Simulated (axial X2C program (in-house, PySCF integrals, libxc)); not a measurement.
**BO: bond constants with and without spin–orbit coupling**

All values were computed with an in-house relativistic program for diatomic molecules. Spin-free means the one-electron spin-free X2C Hamiltonian; two-component (2c) means X2C with spin–orbit coupling and atomic mean-field two-electron Coulomb and Gaunt terms, so the difference of the two also holds small scalar two-electron terms. Basis: O dyall-av3z [7s6p3d2f], B dyall-v3z [7s6p2d1f] (cores contracted in-house); Gaussian nuclei, density fitting, unrestricted open shells. Masses: O 15.995 u, B 11.009 u.

State, spin-free: M_S = 1/2, Λ = 0 (beyond evenly filled blocks: σα); electrons by block: σα: 5, σβ: 4, π+α: 1, π+β: 1, π-α: 1, π-β: 1. Fragments: O + B.

State, 2c: Ω = 1/2 (⟨Sz⟩ = 0.50, ⟨Lz⟩ = 0.00 at PBE0); electrons by block: 1/2: 6, -1/2: 5, 3/2: 1, -3/2: 1. Fragments: O + B.

| Hamiltonian | level | Re (Å) | ωe (cm⁻¹) | ωexe (cm⁻¹) | Be (cm⁻¹) | De (eV) | μ (D) |
| --- | --- | --- | --- | --- | --- | --- | --- |
| 2c | PBE0 | 1.200 | 1932.0 | 10.9 | 1.795 | 8.45 | 2.39 |
| 2c | HF | 1.181 | 2073.5 | 10.5 | 1.853 | 5.80 | 2.80 |
| 2c | MP2 | 1.212 | 1896.2 | 6.73 | 1.76 | 8.83 | n/a |
| 2c | CCSD | 1.205 | 1921.5 | 10.4 | 1.781 | 7.85 | n/a |
| 2c | CCSD(T) | 1.212 | 1871.0 | 10.2 | 1.76 | 8.12 | n/a |
| 2c | PBE | 1.214 | 1842.6 | 11.1 | 1.754 | 8.97 | 2.20 |

Spin-free values that have a 2c row agree with it to the digits that matter (0.001 Å, 0.01 eV) and are not repeated.

Correlated methods: 9 electrons correlated (number of frozen shells: O 1 s; B 1 s), 175 virtual spin orbitals or spinors in MP2, 89 natural virtuals in coupled cluster.

Dipoles are positive if B is the positive end.

The state is one determinant whose occupation by symmetry is held fixed; it was picked as the lowest of a PBE0 search that is not exhaustive. De is counted from the lowest determinant-based energies of the atoms at the same level, without counterpoise correction. Density functionals use the spin component along the axis (collinear). CCSD and (T) use frozen natural virtuals with an MP2 correction for the truncation; (T) itself is uncorrected, so its De runs slightly low. In 2c an atomic determinant is not the ground J level, so De misses part of the atomic spin–orbit lowering. This holds for PBE0, PBE. The functionals have no current-density term, which raises determinants with orbital currents, atoms included. Some points did not converge and are left out. The determinant is spin-polarised beyond a pure state at some levels (its spin-free form has ⟨S²⟩ too high), which makes Re and μ there less reliable. The stretched end of a curve changes character and is left out.

Rough cost a point (2c) on 1 thread(s) of a shared host, integrals apart: PBE0 0.18 s, HF 0.1 s, CCSD(T) 3 s, PBE 0.15 s.

The whole task took 65 s on 1 thread of Intel(R) Xeon(R) Processor @ 2.30GHz, with other jobs on the host.
